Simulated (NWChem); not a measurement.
System: silicon monoxide (SiO, singlet); SMILES O=[Si]

Input file for NWChem:

```
start job
memory heap 200 mb stack 900 mb global 1100 mb
geometry units angstroms
  Si     0.000000     0.000000     0.555946
  O      0.000000     0.000000    -0.967383
end
basis spherical
  * library 3-21g
end
dft
  xc hfexch
  iterations 150
end
driver
  maxiter 120
end
task dft optimize
task dft freq
```

Low-valent species are run as closed-shell singlets; no triplet was tried in these runs.

The level has its own optimisation; frequencies are unscaled.

Predict the main results of this run. (Hartree-Fock/3-21G.) Quantities: r O–Si (Å); highest harmonic frequency (cm⁻¹); zero-point energy (kcal/mol); dipole (D).


```yaml
r O–Si (Å): 1.536
highest harmonic frequency (cm⁻¹): 1350
zero-point energy (kcal/mol): 1.9
dipole (D): 2.97
```
